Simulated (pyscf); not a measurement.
Optimised with ωB97X-D3(BJ)/def2-SVP in PySCF.

### Question
PBE/def2-TZVP puts the barrier of H₃C–In(OH)–OH + H₂O → CH₄ + HO–In(OH)–OH (four-centre exchange; singlet surface; C–In, H–O broken, C–H, In–O formed) at 16.8 kcal/mol and the reaction energy at -8.2 kcal/mol, from the separated reactants. What do r²SCAN/def2-TZVP, M06-2X/def2-TZVP, ωB97M-D3(BJ)/def2-TZVP give on the same structures?

### Answer
r²SCAN: ΔE‡ = 15.5 kcal/mol, ΔE = -9.0 kcal/mol; M06-2X: ΔE‡ = 16.4 kcal/mol, ΔE = -8.7 kcal/mol; ωB97M-D3(BJ): ΔE‡ = 20.0 kcal/mol, ΔE = -7.6 kcal/mol. PBE's barrier lies among them. Its reaction energy lies among theirs. On the reactant side the descent ends in an adduct with a In–O contact (not fully relaxed), 16.6 kcal/mol under the separated species and 35.3 kcal/mol under the saddle at ωB97X-D3(BJ)/def2-TZVP. On the product side the descent ends in a complex, 6.0 kcal/mol under the separated species and 32.1 kcal/mol under the saddle at ωB97X-D3(BJ)/def2-TZVP. What is counted as formed (In–O) is already present as a longer contact in the reactant adduct; forming that adduct is a step of its own. This is the saddle that the search found; another between the same sides may lie lower. Elements past Kr carry the def2 core potentials, without spin-orbit coupling.
